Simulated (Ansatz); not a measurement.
Results of PBE0-D3(BJ) in Ansatz (PAW) for zinc-blende BeSe.

Run with plane-wave cutoff 460 eV, 8×8×8 k mesh, Fermi–Dirac smearing 0.01 eV, scalar-relativistic PAW data made under PBE.

The cell is scaled about its equilibrium volume:

| V (Å³/atom) | P (GPa) | direct gap at Γ (eV) | smallest gap on the k mesh (eV) |
|---|---|---|---|
| 15.492 | 5.46 | 6.756 | 3.918 |
| 15.900 | 2.78 | 6.680 | 3.985 |
| 16.307 | 0.41 | 6.470 | 4.047 |
| 16.715 | -1.69 | 6.268 | 4.105 |
| 16.948 | -2.79 | 6.157 | 4.136 |

The fundamental gap (4.06 eV at the equilibrium volume, on the SCF mesh) lies elsewhere than Γ–Γ.

Spin–orbit coupling is not included.

Ansatz is a program for electronic structure.
